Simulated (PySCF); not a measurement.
# SiH4, triplet in 6-31G: errors against full CI

Geometry: that of the SiH4, singlet, kept fixed. The singlet lies 8.9 eV lower here.

```xyz
5

Si    0.0000    0.0000    0.0000
H     0.8558    0.8587    0.8568
H    -0.8596   -0.8544    0.8574
H    -0.8547    0.8555   -0.8611
H     0.8584   -0.8599   -0.8531
```

Basis 6-31G; PySCF 2.14.0. Correlated methods freeze the noble-gas cores, which leaves 8 electrons in 16 orbitals. R marks a restricted (for open shells ROHF) determinant, U an unrestricted one.

Full CI is exact within this basis and frozen core; it isn't the basis-set limit. The frozen core follows each run's orbitals, which can shift R against U totals by a few meV.

Even RCCSDT lies 0.44 eV above full CI, so the series on this determinant hasn't closed, and part of each miss may be a gap between states. Even UCCSDT lies 0.44 eV above full CI, so the series on this determinant hasn't closed, and part of each miss may be a gap between states.

The UHF ⟨S²⟩ is 2.004. The T1 diagnostic (ROHF- or RHF-based CCSD) is 0.0244, the largest doubles amplitude (ROHF- or RHF-based CCSD) is 0.136 and the T1 diagnostic (UCCSD) is 0.0267.

| level | E − E(full CI) (meV) | share of correlation (%) | wall time |
| --- | --- | --- | --- |
| RHF | 2482 | 0.00 | – |
| UHF | 2459 | 0.93 | – |
| RMP2 | 961 | 61.29 | – |
| UMP2 | 961 | 61.30 | – |
| RCCSD | 271 | 89.07 | – |
| UCCSD | 272 | 89.04 | – |
| RCCSD(T) | 213 | 91.42 | 0.32 s |
| UCCSD(T) | 214 | 91.36 | 0.22 s |
| RCCSDT | 437 | 82.41 | 3 s |
| UCCSDT | 439 | 82.31 | 3.1 s |

The correlation energy at full CI, counted from RHF, is -2.482 eV. Full CI, over all symmetries tried, took 2 min on 1 thread of Arm Neoverse V2, shared host; the state has 1,221,600 determinants.

Times are those of the correlated step on a shared host, with one SCF added for the restricted CCSD run; they ran on 1 thread of Arm Neoverse V2.

The full-CI state has the irrep A' of Cs, in the program's axes (one component, if the state is degenerate).

Natural occupations of full CI about the gap: 1.934 1.649 1.649 1.647 0.339 0.337 0.337 0.072 0.007 0.007; effectively unpaired electrons, Σ n²(2−n)², 1.99. No single determinant describes this state well, so single-reference rows can miss without a flag.
